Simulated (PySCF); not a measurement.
NMR data simulated for an unnamed compound:

1H NMR (400 MHz, computed): δ 7.17 (tt, J = 3.2, 2.1 Hz, 1H), 3.27 (m, 2H), 1.33 (m, 2H).

13C{1H} NMR (computed): δ 120.8 (C), 120.8 (C), 113.3 (CH), 18.6 (CH2), 11.9 (CH2).

[PySCF 2.14: GIAO PBE0/pcSseg-1 shieldings; coordinates at the PBE0-D3(BJ)/def2-SVP level; spin–spin couplings from B3LYP/pcJ-1 (spin–dipole term only in couplings to heteroatoms); relativity neglected; no solvent model; fast rotation and ring inversion assumed for equivalent nuclei; single conformer]

Referencing at the same level of theory: TMS for 1H, 13C.

Which of these does the molecule contain: a three-membered ring, a tert-butyl group, a non-aromatic C=C double bond, an OH group, a nitrile, an ester?

## Answers


- A three-membered ring: yes.
- A tert-butyl group: no.
- A non-aromatic C=C double bond: yes.
- An OH group: no.
- A nitrile: yes (δC 120.8).
- An ester: no.

The data belong to SMILES N#CCC1=CC1, C$_{5}$H$_{5}$N; they needn't prove each group on their own.

Carbon signals by region: 3 in the sp2 and nitrile region (100–160 ppm), 2 below 50 ppm.

Multiplet labels drop couplings under 1 Hz and merge nearly equal ones. Couplings among chemically equivalent protons are left out too, so labels in AA′BB′ or AA′XX′ sets are apparent multiplicities. Unscaled 3J(H,H) at this level run about 10 % above measured values. Shifts are as computed. Against solution values, carbons near 30 ppm lie about +2 ppm off and those near 130 ppm about +5 ppm. Of 1211 compounds with measured shifts, 218 miss one by over three times the rms of a fit or turn the order of signals round; such compounds aren't used in these exercises.
